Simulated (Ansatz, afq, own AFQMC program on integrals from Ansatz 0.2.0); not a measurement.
**Ge₂H₃, doublet in cc-pVDZ, levels against AFQMC with the constraint released**

```
atom    x (Å)    y (Å)    z (Å)
  Ge  -0.0019   0.0000   0.9410
  Ge  -0.0014   0.0000  -1.0040
   H   1.5003   0.0000   1.3217
   H  -0.6286   1.2435   1.6077
   H  -0.6286  -1.2435   1.6077
```

Connectivity, by distances: GeH3–Ge.

Basis cc-pVDZ. Noble-gas cores (and the filled d shells of Ga–Kr and In–Xe) are frozen. Integrals, coupled cluster, full CI and functionals: Ansatz 0.2.0; the random walks run on the same integrals in our own AFQMC program. The CISD trial takes its coefficients from CCSD amplitudes. Released means that phaseless walkers are propagated on without the constraint, phases kept. Uncertainties: one standard error, sampling alone. No spin–orbit coupling.

Determinant: ROHF, the one that the program's search chose, which needn't be the lowest solution. The geometry is a point of a scan.

No full CI on the walks' own integrals is used here. The released AFQMC energy serves as the reference, which it does only where one determinant dominates, the energy is flat over the last release times and near the phaseless one (40 meV or 2 meV an electron, half that with transition metals). On small molecules, where full CI could be run and the noise was under 10 meV, such values lay within 10 meV of it in 19 cases of 20, a flattering rate, since the rule was set on those same cases; what remains of the bias isn't in the error bar.

Cautions: no relativity below Rb; no spin-orbit coupling; inner d shell frozen; higher spins were not checked; a spin-contaminated unrestricted determinant lies lower (UHF 121 meV lower, ⟨S²⟩ 1.03); the released value is read at 2.40 1/Eh with a noise of 16 meV, more than in the cases checked (meV from the phaseless value at times in 1/Eh: 1 ± 13 at 0.24, -15 ± 10 at 0.51, -16 ± 10 at 0.99, -18 ± 15 at 1.62, 1 ± 16 at 2.40).

- T1 diagnostic: 0.0200
- weight of the determinant in the CISD state: 0.867
- size of the correlated space: 11 electrons in 41 orbitals

Reference: AFQMC with the constraint released, correlation energy -5.630 ± 0.016 eV.

```tsv
level	E − E(reference) (kJ/mol)	share of correlation (%)
HF	543.2 ± 1.6	0.00
MP2	121.0 ± 1.6	77.72
CCSD	17.6 ± 1.6	96.76
CCSD(T)	3.8 ± 1.6	99.31
ph-AFQMC/CISD	-0.1 ± 1.9	100.02
```

A walk keeps the symmetry of its determinant, which the program's search chose and which needn't be the lowest solution, so a lower state of the same spin and another symmetry isn't excluded. Released energies are given only where the last usable release times agree within the noise; a slower fall can still hide under it.
